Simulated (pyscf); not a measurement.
Structures and frequencies: ωB97X-D3(BJ)/def2-SVP in PySCF. MP2 and CC: frozen core, UHF for open shells. ΔMP2 is the change of the MP2 total energy from the triple- to the quadruple-zeta basis.

PBE/def2-TZVP puts the barrier of PH₃ + HO–InH₂ → H₂P–InH₂ + H₂O (four-centre exchange; singlet surface; H–P, In–O broken, In–P, H–O formed) at 4.3 kcal/mol and the reaction energy at -2.8 kcal/mol, from the separated reactants. What do PBE0-D3(BJ)/def2-TZVP, M06-2X/def2-TZVP, CCSD(T)/def2-TZVPP + ΔMP2(QZVPP) give on the same structures?

PBE0-D3(BJ): ΔE‡ = 3.6 kcal/mol, ΔE = -5.2 kcal/mol; M06-2X: ΔE‡ = 7.1 kcal/mol, ΔE = -1.5 kcal/mol; CCSD(T): ΔE‡ = 7.8 kcal/mol, ΔE = -3.6 kcal/mol. PBE's barrier lies among them. Its reaction energy lies among theirs. On the reactant side the descent ends in an adduct with a In–P contact, 14.0 kcal/mol under the separated species and 17.1 kcal/mol under the saddle at ωB97X-D3(BJ)/def2-TZVP. On the product side the descent ends in an adduct with a In–O contact, 14.8 kcal/mol under the separated species and 23.9 kcal/mol under the saddle at ωB97X-D3(BJ)/def2-TZVP. What is counted as formed (In–P) is already present as a longer contact in the reactant adduct; forming that adduct is a step of its own. What is counted as broken (In–O) persists as a longer contact in the product adduct; parting that adduct is a step of its own. At ωB97X-D3(BJ) the barrier from the zero used here is 3.1 kcal/mol. This is the saddle that the search found; another between the same sides may lie lower. The CCSD(T) − MP2 part came from Ansatz, without density fitting, on the same reference. The frozen core leaves the outer d or s,p core shells of the metals and heavy elements correlated in the MP2 and CC values, and def2-TZVPP describes them poorly, which can shift differences by a few kcal/mol. Elements past Kr carry the def2 core potentials, without spin-orbit coupling.
